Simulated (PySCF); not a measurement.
# C2 under electron impact: the energy ladder

CCSD(T) in PySCF with def2-TZVPPD on every atom, for the lowest determinant that a PBE0 search found; no spin–orbit coupling.

| species | state (unpaired electrons) | Re (Å) | ωe (cm⁻¹) | energy of the minimum from the neutral (eV) | De (eV) | dissociates to |
| --- | --- | --- | --- | --- | --- | --- |
| C2 | triplet (σ ↑, π ↑) | 1.319 | 1633 | 0.00 | 5.98 | C + C |
| C₂⁺ | quartet (σ ↑, π ↑↑) | 1.411 | 1347 | 11.63 | 5.52 | C⁺ + C |

Q: Work out the lowest energy to break C2 into atoms, from its vibrational ground state.

A: D0 = De − ωe/2 = 5.98 − 0.10 = 5.88 eV (CCSD(T)/def2-TZVPPD).

Q: Work out the ionisation energy of the C atom at this level and the threshold of dissociative ionisation.

A: IE(C) = 11.63 + 5.52 − 5.98 = 11.17 eV, so C⁺ + C + e⁻ appears at D0 + IE(C) = 17.05 eV (CCSD(T)/def2-TZVPPD). The measured IE(C) is 11.26 eV (NIST ASD).

These are thermodynamic thresholds; the onsets seen under electron impact lie higher where the geometry changes, and cross-sections peak well above them.

Correlated steps freeze 2 core orbitals. States were picked by a PBE0 search and need not be the measured ground states.
